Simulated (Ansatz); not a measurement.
in.yaml

```yaml
crystal:
  periodic: [false, false, false]
  atoms:
    - {symbol: C, position_ang: [0.000000, 0.000000, 0.608080]}
    - {symbol: C, position_ang: [0.000000, 0.000000, -0.608080]}
    - {symbol: H, position_ang: [0.000000, 0.000000, -1.673990]}
    - {symbol: H, position_ang: [0.000000, 0.000000, 1.673990]}
basis:
  gaussian: {orbitals: cc-pVDZ}
correlation: {method: fic_mrcisd_q, electrons: outside_noble_gas, active_space: {window: {electrons: 10, orbitals: 10}, shells: [{species: C, l: s, shell: 2}, {species: C, l: p, shell: 2}, {species: H, l: s, shell: 1}]}}
```

```sh
$ ansatz run in.yaml --threads 1 --pin off --events-out ev --progress --plain --max-ram 8192MiB --backend cpu
```

Log:

```
655 factors; integrals over basis functions are off by at most 1.2e-7 eV
mean field evaluation 1: about -2089.4012 eV, gradient 1.9e1 eV
mean field evaluation 2: about -2089.4040 eV, gradient 1.9e1 eV
mean field evaluation 4: about -2090.5003 eV, gradient 1.4e0 eV
mean field evaluation 8: about -2090.5073 eV, gradient 3.1e-5 eV
mean field -2090.50733232 eV, -76.8247274661 hartree, gradient 8.6e-7 eV, S^2 0.000000; 0 other end points of the search recorded, 0 dependent functions left out
reference -2090.50733232 eV, -76.8247274661 hartree; 7, 7 occupied and 31, 31 virtual orbitals, 655 factors
state -2094.57566622 eV, -76.9742359792 hartree
contracted CI cycle   1: correlation 0.00000000 eV, 0.0000000000 hartree, residual 1.72e1 eV
contracted CI cycle   2: correlation -3.43668103 eV, -0.1262956982 hartree, residual 3.30e0 eV
contracted CI cycle   3: correlation -3.55374587 eV, -0.1305977518 hartree, residual 6.26e-1 eV
contracted CI cycle   4: correlation -3.55834525 eV, -0.1307667760 hartree, residual 1.43e-1 eV
contracted CI cycle   5: correlation -3.55857517 eV, -0.1307752255 hartree, residual 3.21e-2 eV
contracted CI cycle   6: correlation -3.55858614 eV, -0.1307756284 hartree, residual 6.92e-3 eV
contracted CI cycle   7: correlation -3.55858662 eV, -0.1307756463 hartree, residual 1.47e-3 eV
state -2094.57566622 eV, -76.9742359792 hartree; corrected -2098.30284582 eV, -77.1112073031 hartree
Total energy: -2098.30284582 eV, -77.1112073031 hartree
Checks for a lower state left out: starts, orbital_swaps
```

Natural occupations: 1.9821 1.9795 1.9780 1.9345 1.9345 0.0660 0.0660 0.0279 0.0196 0.0118.

For the same geometry and basis RCCSDTQ lies 12.2 meV lower.

Ran on 1 thread of AMD EPYC 7R13, shared host: 13 s wall, 0.55 GiB peak host memory.
